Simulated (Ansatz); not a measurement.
A made-up structure of CH2NSi, doublet:

```json
{"atom": "C1", "x (Å)": "-0.6433", "y (Å)": "-0.6105", "z (Å)": "-0.1718"}
{"atom": "N2", "x (Å)": "0.0318", "y (Å)": "-0.6399", "z (Å)": "1.0572"}
{"atom": "Si3", "x (Å)": "0.7401", "y (Å)": "0.7061", "z (Å)": "0.0146"}
{"atom": "H4", "x (Å)": "-1.5432", "y (Å)": "-1.2628", "z (Å)": "-0.6438"}
{"atom": "H5", "x (Å)": "1.4145", "y (Å)": "1.8071", "z (Å)": "-0.2562"}
```

It is relaxed with PBE-D4/def2-SVP and then PBE0-D4/def2-TZVP (Ansatz 0.2.0). Atoms count as bonded within 1.22 times the sum of their covalent radii (H–H: 0.88 Å). The end point is not checked to be a true minimum.

Question: Does its bonding change? (Judge from chemistry; the calculation decides.)

Answer: Computed: No: no bond forms or breaks.

Where it ends: The first stage lowers the energy by 2.18 eV in 12 steps. It ends as CH₂NSi ([CH]1[N][SiH]1):
```xyz
5
angstrom
C -0.5397 -0.5774 -0.1729
N -0.0606 -0.4861 1.0038
Si 1.0092 0.3149 -0.2120
H -1.4527 -1.0624 -0.5217
H 1.0438 1.8109 -0.0972
```

Labels in which every atom is bracketed show which atoms are joined, not bond orders.

For scale, one of the runs: PBE0-D4/def2-TZVP relaxation, 111 basis functions, launched by `ansatz run in.yaml --threads 2 --pin off --events-out ev --progress --plain --max-ram 4352MiB`. The run took about 21 s on 2 CPU threads of an Arm Neoverse V2 (shared host).
